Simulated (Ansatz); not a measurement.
# Heat of formation of C3H7F (2-fluoropropane) from total energies

The species is C3H7F (11 atoms), meant as a singlet with charge 0. SMILES: `CC(C)F`. The shape is that of a PBE0-D4/def2-TZVP optimisation.

Total energies at revPBE/cc-pVDZ (Ansatz 0.2.0); the atoms run unrestricted:

| species | state | energy (Eh) |
| --- | --- | --- |
| C3H7F | singlet | -218.309744 |
| C | triplet | -37.838504 |
| F | doublet | -99.691017 |
| H | doublet | -0.503191 |

Harmonic wavenumbers at PBE0-D4/def2-TZVP, in cm⁻¹: 213, 256, 352, 412, 477, 838, 928, 940, 965, 1159, 1173, 1198, 1369, 1370, 1407, 1409, 1472, 1475, 1482, 1501, 3044, 3054, 3058, 3130, 3138, 3141, 3143.

Measured heats of formation of the gaseous atoms at 298.15 K, in kJ/mol: C 716.9, F 79.4, H 218.0. Spin-orbit lowering of the atoms at 298 K (mean of the ground term's levels less their thermal mean, from spectra), in kJ/mol: C 0.02, F 1.29. Take 1 Eh = 2625.50 kJ/mol, 1 cm⁻¹ = 0.0119627 kJ/mol, RT = 2.479 kJ/mol.

Task: Work out the heat of formation of the gas at 298 K.

Result: 
1. Electronic atomisation energy: 3 × (-37.838504) + (-99.691017) + 7 × (-0.503191) − (-218.309744) = 1.580878 Eh = 4150.6 kJ/mol.
2. Zero-point energy: half the sum of the wavenumbers, 21052 cm⁻¹ = 251.8 kJ/mol.
3. Thermal vibrational enthalpy, Σ hcν̃/(exp(hcν̃/kT) − 1): 5.9 kJ/mol. Translation, rotation and pV of a non-linear molecule: 4 RT = 9.9 kJ/mol.
4. The 11 free atoms carry 5/2 RT each: 68.2 kJ/mol.
5. Spin-orbit coupling lowers the free atoms by 3 × 0.02 + 1.29 = 1.4 kJ/mol.
6. Atomisation enthalpy at 298 K: 4150.6 − 1.4 − 251.8 − 5.9 − 9.9 + 68.2 = 3949.8 kJ/mol.
7. Sum of the atoms' heats of formation: 3756.1 kJ/mol. Heat of formation: 3756.1 − 3949.8 = -193.7 kJ/mol.

No measured value is set beside it here. Anharmonicity and any spin-orbit splitting of the molecule are left out.
